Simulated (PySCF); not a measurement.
# CH3F (fluoromethane): MP2/STO-6G

What is the energy change on altering one bond length of CH3F (fluoromethane) at MP2/STO-6G? 

Program for the calculation: PySCF 2.14.0.

8 further runs of the same task are left out: 1 that didn't finish, 7 set aside as unsound or not needed.

## 1. The structure to begin with

CH3F has 5 atoms, charge 0, and is taken as a singlet. SMILES: `CF`. Geometry: relaxed at PBE0-D4/def2-TZVP.

Bond lengths: C1–F2 1.376 Å, C1–H3 1.092 Å, C1–H4 1.092 Å, C1–H5 1.092 Å. Angles: F2–C1–H3 109.1°, F2–C1–H4 109.1°, F2–C1–H5 109.1°, H3–C1–H4 109.9°, H3–C1–H5 109.9°, H4–C1–H5 109.9°.

## 2. The energy at MP2/STO-6G

File input.py:

```python
from pyscf import gto, scf, mp

molecule = gto.Mole()
molecule.atom = [
    ('C', (-0.050700, 0.032900, 0.007800)),
    ('F', (1.094100, -0.710500, -0.168600)),
    ('H', (-0.918700, -0.626900, -0.058000)),
    ('H', (-0.104800, 0.796000, -0.772000)),
    ('H', (-0.019800, 0.508500, 0.990700)),
]
molecule.basis = 'sto-6g'
molecule.verbose = 3
molecule.max_memory = 1860
molecule.build()

hf = scf.RHF(molecule)
hf.conv_tol = 1e-10
hf.kernel()
if not hf.converged:
    hf = hf.newton().run(hf.mo_coeff, hf.mo_occ)

pt = mp.MP2(hf, frozen=2).run()
energy = pt.e_tot
print(f'total energy: {energy:.8f} hartree')
```

Launch:

```bash
$ OMP_NUM_THREADS=1 python input.py
```

What it wrote:

```text
converged SCF energy = -138.473140120428
E(RMP2) = -138.541646041017  E_corr = -0.0685059205894528
E(SCS-RMP2) = -138.550814532991  E_corr = -0.0776744125634099
total energy: -138.54164604 hartree
```

It took 0.78 s on 1 thread of Arm Neoverse V1, shared host; peak memory 0.12 GiB.

## 3. The distorted shape

File calc.py:

```python
from pyscf import gto, scf, mp

mol = gto.M(
    atom='''
C     -2.691902     1.747999     0.414767
F      2.067549    -1.342650    -0.318608
H     -4.332184     0.501157     0.290423
H     -2.794136     3.190049    -1.058842
H     -2.633509     2.646752     2.272178
''',
    max_memory=1860,
    basis='sto-6g',
    unit='bohr',
    verbose=3,
)

mf = scf.RHF(mol)
mf.conv_tol = 1e-10
mf.kernel()
if not mf.converged:
    mf = mf.newton().run(mf.mo_coeff, mf.mo_occ)

pt = mp.MP2(mf, frozen=2).run()
etot = pt.e_tot
print('E = %.10f Eh' % etot)
```

Launch:

```bash
$ OMP_NUM_THREADS=1 python calc.py
```

What it wrote:

```text
converged SCF energy = -138.070918603808
E(RMP2) = -138.360987251662  E_corr = -0.290068647853741
E(SCS-RMP2) = -138.411331705859  E_corr = -0.34041310205055
E = -138.3609872517 Eh
```

Run time: 0.89 s. Hardware: 1 thread of Arm Neoverse V1, shared host; peak memory 0.12 GiB.

## 4. Outcome

Level: MP2/STO-6G, 2 core orbitals frozen.

```
                                                         quantity          value
                                        first shape: total energy  -138.54165 Eh
                first shape: dipole moment (Hartree–Fock density)         1.23 D
                 first shape: HOMO energy (Hartree–Fock orbitals)      -11.52 eV
                 first shape: LUMO energy (Hartree–Fock orbitals)       15.89 eV
               first shape: HOMO–LUMO gap (Hartree–Fock orbitals)       27.41 eV
         first shape: correlation energy (2 core orbitals frozen)      -68.5 mEh
                                    distorted shape: total energy  -138.36099 Eh
            distorted shape: dipole moment (Hartree–Fock density)         2.39 D
             distorted shape: HOMO energy (Hartree–Fock orbitals)       -5.19 eV
             distorted shape: LUMO energy (Hartree–Fock orbitals)        0.89 eV
           distorted shape: HOMO–LUMO gap (Hartree–Fock orbitals)        6.07 eV
     distorted shape: correlation energy (2 core orbitals frozen)     -290.1 mEh
energy change with the C1–F2 bond stretched from 1.376 to 3.028 Å       4.916 eV
```

In words: One bond (distorted shape) is far stretched, which a spin-restricted single reference describes badly; perturbation theory on it can break down and give far too much correlation. With the C1–F2 bond stretched from 1.376 to 3.028 Å the energy rises by 4.92 eV (113 kcal/mol). The first shape isn't relaxed at this level, so the change isn't measured from a minimum. A restricted reference can't describe the breaking bond well at this length. The minimal basis adds a large error of its own. Mulliken charges (distorted shape) of the mean-field density run from -0.13 on F2 to +0.08 on H3.
